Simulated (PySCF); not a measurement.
Compound: ClH2Si(SH), ClH₃SSi.
SMILES: `S[SiH2]Cl`

Torsions of this conformer, `[SH:1][SiH2:2][Cl:3]`: H–S1–Si2–Cl3 69°.

The closed-shell ground state was solved at several levels (PySCF, density fitting, gas phase, non-relativistic). The structure is a single PBE0-D3(BJ)/def2-SVP conformer in the gas phase; no vibrational or solvent corrections.

| level | basis functions | total energy (Eh) | HOMO (eV) | LUMO (eV) | gap (eV) | dipole (D) |
| --- | --- | --- | --- | --- | --- | --- |
| B97-2/pcSseg-2 | 171 | -1149.8993 | -7.73 | -0.28 | 7.45 | 1.26 |
| CAM-B3LYP/pcSseg-2 | 171 | -1149.8548 | -9.28 | 0.69 | 9.97 | 1.30 |
| PBE0/pcSseg-2 | 171 | -1149.4083 | -7.97 | -0.25 | 7.72 | 1.27 |
| KT2/pcSseg-2 | 171 | -1158.8781 | -6.81 | -1.22 | 5.59 | 1.21 |
| PBE0/pcSseg-3 | 327 | -1149.4250 | -7.95 | -0.37 | 7.58 | 1.11 |
| PBE0/6-31G* | 60 | -1149.2820 | -7.92 | -0.04 | 7.88 | 1.46 |
| BHandHLYP/pcSseg-2 | 171 | -1149.8185 | -9.04 | 0.56 | 9.60 | 1.32 |
| PBE0/STO-3G | 30 | -1136.5897 | -4.48 | 4.02 | 8.50 | 2.38 |
| PBE0/pcSseg-0 | 45 | -1147.9732 | -8.23 | -0.25 | 7.98 | 2.13 |

(1) Estimate the row for KT3/pcSseg-2, a basis of 171 functions; the other rows only guide the guess.

(2) Over all these levels, which gives the widest orbital gap and which the narrowest?

(3) How much does the basis alone move the frontier levels among the 5 PBE0 rows?

(4) In the pcSseg-2 basis, how does the gap go with the fixed share of exact exchange?

(5) How far do the dipole and the HOMO energy spread over the levels?

Results:

(1) Total energy -1158.0497 Eh, HOMO -6.82 eV, LUMO -1.21 eV, gap 5.61 eV, dipole 1.19 D.

(2) CAM-B3LYP/pcSseg-2 (range-separated hybrid) has the widest, 9.97 eV, and KT2/pcSseg-2 (GGA) the narrowest, 5.59 eV. The two share the basis. From the narrowest to the widest the HOMO moves by -2.47 eV and the LUMO by +1.91 eV.

(3) The HOMO by 3.75 eV and the LUMO by 4.39 eV. By rising basis size (HOMO, LUMO in eV): STO-3G -4.48, 4.02; pcSseg-0 -8.23, -0.25; 6-31G* -7.92, -0.04; pcSseg-2 -7.97, -0.25; pcSseg-3 -7.95, -0.37.

(4) KT2 (0 %) 5.59 eV; KT3 (0 %) 5.61 eV; B97-2 (21 %) 7.45 eV; PBE0 (25 %) 7.72 eV; BHandHLYP (50 %) 9.60 eV. Each rise in the share widens the gap here.

(5) The dipole runs from 1.11 to 2.38 D (mean 1.46 D) and the HOMO from -9.28 to -4.48 eV.
